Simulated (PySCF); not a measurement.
Compound: cyclohexane, C6H12.
Bonds: C1–C2, C2–C3, C3–C4, C4–C5, C5–C6, C1–C6. Hydrogens: H7, H8 on C1; H9, H10 on C2; H11, H12 on C3; H13, H14 on C4; H15, H16 on C5; H17, H18 on C6.

The same species was optimised twice, with GFN2-xTB and with PBE0-D3(BJ)/def2-SVP (PySCF), and the same property calculations (PySCF, gas phase) were run on both structures.

```tsv
coordinate	GFN2-xTB	PBE0-D3(BJ)/def2-SVP	change
C1–C6 (Å)	1.526	1.526	0.000
C2–C3 (Å)	1.526	1.526	0.000
C3–C4 (Å)	1.526	1.526	0.000
C5–C6 (Å)	1.526	1.526	0.000
C1–C2 (Å)	1.526	1.526	0.000
C4–C5 (Å)	1.526	1.526	0.000
C1–C2–C3 (°)	110.4	111.6	+1.2
C1–C6–C5 (°)	110.4	111.6	+1.2
C2–C3–C4 (°)	110.5	111.6	+1.1
C3–C4–C5 (°)	110.5	111.6	+1.1
C4–C5–C6 (°)	110.5	111.6	+1.1
C2–C1–C6 (°)	110.5	111.6	+1.1
```

Rotational constants: A = 4371, B = 4371, C = 2512 MHz (GFN2-xTB) against A = 4328, B = 4326, C = 2471 MHz (PBE0-D3(BJ)/def2-SVP). Point groups within 0.08 Å: D3d and D3d. Atoms that the bonding makes alike are paired by their places after alignment.

On the GFN2-xTB structure: HOMO (eV) -8.30 [PBE0/pcSseg-1]; LUMO (eV) 1.55 [PBE0/pcSseg-1]; GIAO shielding of C1 (×6) (mean) (ppm) 156.0 [PBE0/pcSseg-1].

Task: What do these properties become on the PBE0-D3(BJ)/def2-SVP structure?

Result: 
```json
{"property": "HOMO (eV)", "level": "PBE0/pcSseg-1", "on GFN2-xTB": "-8.30", "on PBE0-D3(BJ)/def2-SVP": "-8.39", "change": "-0.09"}
{"property": "LUMO (eV)", "level": "PBE0/pcSseg-1", "on GFN2-xTB": "1.55", "on PBE0-D3(BJ)/def2-SVP": "1.47", "change": "-0.08"}
{"property": "energy, GFN2-xTB geometry as zero (kcal/mol)", "level": "PBE0/pcSseg-1", "on GFN2-xTB": "0.0", "on PBE0-D3(BJ)/def2-SVP": "-0.6", "change": "-0.6"}
{"property": "GIAO shielding of C1 (×6) (mean) (ppm)", "level": "PBE0/pcSseg-1", "on GFN2-xTB": "156.0", "on PBE0-D3(BJ)/def2-SVP": "155.7", "change": "-0.3"}
```

The heavy atoms differ by 0.018 Å rms after alignment (one structure mirrored). Among bonds between heavy atoms C1–C2, C1–C6, C2–C3, C3–C4, C4–C5 and C5–C6 change most and about equally (0.000 Å). Changes are differences of the printed values. Neither structure is proved a minimum here.
